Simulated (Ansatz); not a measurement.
# MgNH (triplet): wave-function methods side by side, def2-TZVPP

An exercise on one series of results from a longer session: the logs are not shown, and one member is left open.

Method: def2-TZVPP, core rule «outside noble gas», up to 6 orbitals frozen; program: Ansatz 0.2.0, Gaussian basis.

To be run: UHF; ROHF; CCSD(T) on UHF.

2 further runs of the same task are left out: 2 set aside as unsound or not needed.

### The geometry

The geometry is a PBE0/def2-TZVP stationary point (not a proven minimum) of the parent state, kept for this charge and spin.

3 atoms, charge 0, spin multiplicity 3.

Atoms are counted from 1 here; the program's logs count them from 0.

Bond lengths: N1–Mg2 1.854 Å, N1–H3 1.028 Å. Angles: Mg2–N1–H3 110.2°.

As a file:

```xyz
3
HMgN
N     0.0000   -0.1198    1.1307
Mg    0.0000    0.0354   -0.7166
H     0.0000    0.8114    1.5656
```

The first run:

File in.yaml:

```yaml
crystal:
  periodic: [false, false, false]
  atoms:
    - {symbol: N, position_ang: [0.000000, -0.119822, 1.130739]}
    - {symbol: Mg, position_ang: [0.000000, 0.035402, -0.716556]}
    - {symbol: H, position_ang: [0.000000, 0.811440, 1.565553]}
basis:
  gaussian: {orbitals: def2-TZVPP}
magnetization: {spin_polarized: true, initial_magnetization: 2}
hamiltonian: {xc: hf}
output: {orbitals: {seedname: orbitals}}
```

Command:

```bash
$ ansatz run in.yaml --threads 1 --pin off --events-out ev --progress --plain --max-ram 4096MiB --backend cpu
```

Steps of the session up to this table: UHF; ROHF; CCSD(T) on UHF.

One of the session's tables, all rows but one given; the rest of the session is left out.

It belongs to the step «Misses and costs». 

```
  method  from UCCSD(T) (meV)
    ROHF                    ?
     UHF              +5872.3
    UMP2               +629.6
   UCCSD               +206.3
UCCSD(T)                    0
```

**Question.** Estimate the row for ROHF.

The run gave: from UCCSD(T) (meV): +6007.7. In the column «from UCCSD(T) (meV)» it is the highest.
